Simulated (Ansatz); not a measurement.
`B[SiH2]N` + HCl → `B[SiH2]Cl` + NH₃ at 500 K and 1 bar (ligand exchange at the Si–N bond).

Computed with Ansatz on PBE0-D4/def2-TZVP structures; ΔE is electronic, products minus reactants. CBS: MP2 limit from def2 TZ/QZ plus the TZ coupled-cluster correction, frozen cores. This one scheme is used for every species. One conformer a species, not always the lowest.

| species | CCSD(T)/CBS energy (Eh) | H − E (kJ/mol) | S (J/(mol·K)) |
| --- | --- | --- | --- |
| `B[SiH2]N` | -372.16627 | 203.7 | 360.3 |
| HCl | -460.38127 | 32.5 | 201.9 |
| `B[SiH2]Cl` | -776.05948 | 134.8 | 351.5 |
| NH₃ | -56.50880 | 108.2 | 211.8 |

H − E and S are ideal-gas, rigid-rotor, harmonic terms from PBE0-D4/def2-TZVP, for one conformer and one mirror image of each species. 1 Eh = 2625.50 kJ/mol, R = 8.31446 J/(mol·K).

Problem. By hand: ΔE, ΔH, ΔS and ΔG.

Solution. ΔE = (-776.05948) + (-56.50880) − (-372.16627) − (-460.38127) = -0.02074 Eh = -54.5 kJ/mol. Δ(H − E) = 134.8 + 108.2 − 203.7 − 32.5 = 6.8, so ΔH = -47.7 kJ/mol. ΔS = 351.5 + 211.8 − 360.3 − 201.9 = 1.1 J/(mol·K). ΔG = -47.7 − 500 × (1.1)/1000 = -48.2 kJ/mol.

Problem. By hand: the equilibrium constant, and the temperature at which ΔG would vanish if ΔH and ΔS stayed fixed.

Solution. log₁₀ K = −ΔG/(RT ln 10) = 5.0. ΔH and −TΔS have one sign here, so there is no such temperature. One of them is within its doubt of zero, so this could turn.

The number of gas molecules stays the same, so ΔS is small and ΔH decides. A doubt of 5 kJ/mol in ΔE shifts log₁₀ K by 0.5 here. Other conformers and mirror images would add mixing entropy, several J/(mol·K) or more a flexible species. These are equilibria of isolated gas molecules and say nothing of rates. Largest T1 diagnostic: 0.011 (customary marks: 0.02 for closed shells, 0.045 for open ones).
